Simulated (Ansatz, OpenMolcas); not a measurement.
# Worked example: vertical energy of the quartet above the doublet of CHS (thioformyl radical)

The species is CHS (3 atoms), meant as a doublet with charge 0. As SMILES, `[CH]=S`. The coordinates come from a GFN2-xTB relaxation.

```tsv
atom	x (Å)	y (Å)	z (Å)
C	-0.1625	0.3693	-0.0459
S	1.1312	-0.2333	0.5945
H	-0.9687	-0.1360	-0.5486
```

Both states at this one shape; open shells run unrestricted unless said. 1 Eh = 27.2114 eV.

```tsv
level	program	doublet CHS (Eh)	quartet CHS (Eh)
U-r2SCAN/STO-3G	Ansatz	-431.865333	-431.731166
UCAM-B3LYP/STO-3G	Ansatz	-431.852127	-431.721242
ROCCSD(T)/STO-3G, 6 core orbitals frozen	OpenMolcas	-431.164509	-431.025422
```

Problem. Work out the vertical gap, second state less first, at each level.

Solution. 
1. U-r2SCAN/STO-3G: -431.731166 − (-431.865333) = 0.134167 Eh = 3.65 eV.
2. UCAM-B3LYP/STO-3G: -431.721242 − (-431.852127) = 0.130885 Eh = 3.56 eV.
3. ROCCSD(T)/STO-3G: -431.025422 − (-431.164509) = 0.139087 Eh = 3.78 eV.

No measured value is set beside it here; the levels span 3.56 to 3.78 eV. Minimal sets are far from the basis-set limit.
